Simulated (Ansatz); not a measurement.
The input, for Ansatz 0.2.0:

```yaml
crystal:
  periodic: [false, false, false]
  atoms:
    - {symbol: Si, position_ang: [0.000000, 0.000000, 0.000000]}
    - {symbol: P, position_ang: [0.000000, 0.000000, 4.227000]}
basis:
  gaussian: {orbitals: STO-3G}
total_charge: 1
correlation: {method: sc_nevpt2, electrons: outside_noble_gas, active_space: {window: {electrons: 8, orbitals: 6}, states: [{multiplicity: 1, weights: [1, 1, 1, 1]}], root: 3}}
output: {forces: true}
```

```sh
$ ansatz run in.yaml --threads 1 --pin off --events-out ev --progress --plain --max-ram 2393MiB
```

Log:

```
265 factors; integrals over basis functions are off by at most 2.7e-8 eV
mean field evaluation 1: about -16911.9177 eV, gradient 9.6e0 eV
mean field evaluation 2: about -16911.9180 eV, gradient 9.6e0 eV
mean field evaluation 4: about -16863.1007 eV, gradient 5.1e1 eV
mean field evaluation 8: about -16917.4136 eV, gradient 2.1e1 eV
mean field evaluation 16: about -16922.9919 eV, gradient 1.1e1 eV
mean field evaluation 32: about -16924.7519 eV, gradient 9.3e-3 eV
mean field evaluation 64: about -16924.3918 eV, gradient 3.9e-1 eV
mean field evaluation 96: about -16924.4283 eV, gradient 3.5e0 eV
mean field evaluation 128: about -16924.1258 eV, gradient 5.3e-2 eV
mean field -16924.75187408 eV, -621.9731593636 hartree, gradient 3.2e-7 eV, S^2 0.000000; 16 other end points of the search recorded, 0 dependent functions left out; unrestricted orbitals would lower it
reference -16924.75187408 eV, -621.9731593636 hartree; 14, 14 occupied and 4, 4 virtual orbitals, 265 factors
state -16928.52573134 eV, -622.1118460600 hartree
state -16928.52463962 eV, -622.1118059398 hartree
state -16928.50992976 eV, -622.1112653627 hartree
state -16928.45081947 eV, -622.1090930993 hartree
state -16928.52573134 eV, -622.1118460600 hartree; corrected -16928.84181855 eV, -622.1234620504 hartree
state -16928.52463962 eV, -622.1118059398 hartree; corrected -16928.84080843 eV, -622.1234249294 hartree
state -16928.50992976 eV, -622.1112653627 hartree; corrected -16928.82599281 eV, -622.1228804654 hartree
state -16928.45081947 eV, -622.1090930993 hartree; corrected -16928.76688722 eV, -622.1207083752 hartree
the calculation of the forces begins
Total energy: -16928.76688722 eV, -622.1207083752 hartree
Atom 0 at     0.000000     0.000000     0.000000 Å, force    -0.000000    -0.000000     0.051032 eV/Å
Atom 1 at     0.000000     0.000000     4.227000 Å, force     0.000000     0.000000    -0.051032 eV/Å
Dipole moment:    -0.000000    -0.000000    -2.178322 e Å
```

Natural occupations, averaged over the states: 2.0000 1.9987 1.1939 1.0008 0.9071 0.8996.

Forces (eV/Å):
```
Si   0.000  0.000  0.051
P    0.000  0.000 -0.051
```

Ran on 1 thread of AMD EPYC 9R45, shared host: 0.67 s wall, 0.15 GiB peak host memory.
